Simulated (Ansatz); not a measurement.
Frontier orbitals of `C/C=C\CC`.

Charge 0, multiplicity 1. All single points use the PBE0-D4/def2-TZVP geometry. It is one conformer, not always the lowest. Basis def2-TZVPP, Ansatz 0.2.0.

```json
{"functional": "PBE", "HOMO (eV)": "-5.80", "LUMO (eV)": "-0.34", "gap (eV)": "5.46"}
{"functional": "r2SCAN", "HOMO (eV)": "-5.98", "LUMO (eV)": "-0.07", "gap (eV)": "5.91"}
{"functional": "B97M-V", "HOMO (eV)": "-6.02", "LUMO (eV)": "-0.05", "gap (eV)": "5.97"}
{"functional": "PBE0", "HOMO (eV)": "-6.91", "LUMO (eV)": "0.68", "gap (eV)": "7.59"}
{"functional": "B3LYP", "HOMO (eV)": "-6.70", "LUMO (eV)": "0.43", "gap (eV)": "7.13"}
{"functional": "r2SCANh", "HOMO (eV)": "-6.40", "LUMO (eV)": "0.30", "gap (eV)": "6.70"}
{"functional": "r2SCAN0", "HOMO (eV)": "-7.03", "LUMO (eV)": "0.85", "gap (eV)": "7.88"}
{"functional": "ωB97M-V", "HOMO (eV)": "-9.14", "LUMO (eV)": "2.59", "gap (eV)": "11.73"}
```

A quarter of exact exchange (PBE0) shifts PBE's HOMO by −1.11 eV and its LUMO by +1.02 eV; full exchange at long range (ωB97M-V) shifts them by −3.34 and +2.93 eV. The gap opens from 5.47 to 11.73 eV, since occupied levels lose self-interaction and empty ones feel all the electrons. A positive LUMO is unbound and depends on the basis.

B3LYP here is the variant with VWN-RPA as its local correlation; programs differ in this.
